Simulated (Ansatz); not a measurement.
# Scan of the C2–H7 bond length

C₄H₈ (SMILES C1CCC1), singlet, at its PBE0-D4/def2-TZVP minimum:

C1  (-0.916, 0.296, -0.476)
C2  (-0.357, 0.346, 0.959)
C3  (1.014, -0.071, 0.391)
C4  (0.285, -0.590, -0.863)
H5  (-0.858, 1.275, -0.958)
H6  (-1.920, -0.105, -0.624)
H7  (-0.786, -0.445, 1.579)
H8  (-0.423, 1.289, 1.504)
H9  (1.629, 0.802, 0.160)
H10  (1.615, -0.777, 0.966)
H11  (0.041, -1.651, -0.770)
H12  (0.753, -0.425, -1.835)
(Å)

The bond length C2–H7 (1.093 Å at the minimum) is set to the values below, the two halves moving rigidly along the bond. Each method's energies count from its own value at the PBE0-D4 minimum structure. Computed with Ansatz 0.2.0 (basis: def2-TZVPP); correlated methods freeze the cores. B3LYP uses VWN-RPA correlation.

CCSD(T) energies along the scan:
```csv
bond length (Å),CCSD(T) (kcal/mol)
0.961,8.46
1.000,3.85
1.055,0.56
1.120,0.28
1.192,3.10
1.270,8.55
1.352,15.86
1.439,24.51
1.530,33.87
```
They count from the CCSD(T) energy at the PBE0-D4 minimum.

Minimum and curvature along this coordinate at CCSD(T): A fifth-order fit through the nearest points gives 1.092 Å, with a curvature of about 33 eV/Å².

Treat the two halves as rigid bodies and work out the harmonic wavenumber of this stretch from that curvature (ν̃ = 521.5 √(k/μ) cm⁻¹ with k in eV/Å² and μ in u).

The halves weigh 55.10 and 1.01 u, so μ = 55.10 × 1.01/56.11 = 0.992 u and ν̃ = 521.5 √(33/0.992) ≈ 3000 cm⁻¹. A true normal mode mixes in other motions, so this is a guide only.

Largest difference from the CCSD(T) curve over the scan: PBE-D4 2.65; PBE0-D4 0.57; B3LYP-D4 0.57; wB97M-V 1.19 kcal/mol. Each curve counts from its own value at the minimum.

The T1 diagnostic stays at or below 0.011.

For scale, one of the runs: CCSD(T)/def2-TZVPP, 236 basis functions (an equivalent command: `ansatz run in.yaml --threads 4`). Hardware: 4 CPU threads, shared host. Wall time 14 s; peak host memory 3.3 GiB.
